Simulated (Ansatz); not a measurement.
Write a Python script for Ansatz 0.2.0 through its Python package that makes harmonic frequencies at the relaxed geometry of C2H5NS, SMILES C=C(N)S. Level of theory (for the species named): PBE0, cc-pVDZ basis, multiplicity 1, D4 dispersion.

Script `c2h5ns_freq.py`:
```python
'''Harmonic frequencies of C2H5NS at its relaxed geometry.'''

import itertools

import ansatz
from ase.data import atomic_numbers, covalent_radii
import numpy as np
from rdkit import Chem
from rdkit.Chem import AllChem

# start geometry from RDKit
rd = Chem.AddHs(Chem.MolFromSmiles('C=C(N)S'))
AllChem.EmbedMolecule(rd, randomSeed=164)
AllChem.UFFOptimizeMolecule(rd)
system = ansatz.Crystal.molecule()
for atom, xyz in zip(rd.GetAtoms(), rd.GetConformer().GetPositions()):
    system = system.atom(atom.GetSymbol(), xyz.round(5).tolist())

setup = (
    system.calculation()
    .basis(gaussian='cc-pVDZ')
    .functional('pbe0', dispersion='d4')
)
symbols = [site.symbol for site in system.cartesian_sites]
start = np.array([site.position_ang for site in system.cartesian_sites], dtype=float)
summary = setup.relax(force_tolerance=0.003, max_steps=100).run(threads=1, pin='off').report
end = np.array(summary['positions_ang'])

# pairs closer than 1.2 times the sum of covalent radii, before or after
radius = [covalent_radii[atomic_numbers[s]] for s in symbols]
span = lambda where, i, j: np.linalg.norm(where[i] - where[j])
bonded = [(i, j) for i, j in itertools.combinations(range(len(symbols)), 2) if min(span(start, i, j), span(end, i, j)) < 1.2 * (radius[i] + radius[j])]
print('pair        before    after (A)')
for i, j in bonded:
    print(f'{symbols[i]}{i}-{symbols[j]}{j}'.ljust(10), f'{span(start, i, j):8.4f} {span(end, i, j):8.4f}')

# same settings at the minimum
minimum = ansatz.Crystal.molecule()
for symbol, place in zip(symbols, end):
    minimum = minimum.atom(symbol, place.tolist())
vibrating = (
    minimum.calculation()
    .basis(gaussian='cc-pVDZ')
    .functional('pbe0', dispersion='d4')
    .phonons(temperatures=(200, 600, 100))
)
vib = vibrating.run(threads=1, pin='off').report['vibrations']
sums = vib['harmonic_sums']
modes = [m['omega_inv_cm'] for m in sums['modes_at_gamma'] if m['rigid_motion'] == 'no']
print('frequencies (1/cm):', ' '.join(f'{w:.0f}' for w in modes))
print('imaginary modes:', sum(w < 0 for w in modes), ' zero-point energy:', round(sums['zero_point_energy_ev'], 4), 'eV')
print('T (K)   F_vib (eV)   S_vib (meV/K)   C_vib (meV/K)')
for row in zip(sums['temperatures_k'], sums['vibrational_free_energy_ev'], vib['entropy_ev_per_k'], vib['heat_capacity_ev_per_k']):
    print(f'{row[0]:6.1f} {row[1]:11.4f} {1000 * row[2]:13.4f} {1000 * row[3]:15.4f}')
```

```console
$ python c2h5ns_freq.py
pair        before    after (A)
C0-C1        1.3309   1.3420
C0-H4        1.0826   1.0927
C0-H5        1.0825   1.0883
C1-N2        1.4287   1.3908
C1-S3        1.7911   1.7816
N2-H6        1.0447   1.0172
N2-H7        1.0439   1.0171
S3-H8        1.4075   1.3576
frequencies (1/cm): 273 346 375 426 504 641 677 779 802 930 983 1135 1316 1409 1611 1722 2682 3178 3295 3536 3645
imaginary modes: 0  zero-point energy: 1.8762 eV
T (K)   F_vib (eV)   S_vib (meV/K)   C_vib (meV/K)
 200.0      1.8692        0.1327          0.3025
 300.0      1.8478        0.2991          0.5274
 400.0      1.8090        0.4770          0.7111
 500.0      1.7525        0.6519          0.8563
 600.0      1.6789        0.8187          0.9722
```

Notes:
- The frequencies are harmonic and unscaled, in a modest basis.
- The result belongs to the one conformer reached from this start, and soft torsions count as harmonic oscillators.
- Timing: 5 min on 1 thread of Arm Neoverse N1 (shared host), peak memory 0.3 GiB.
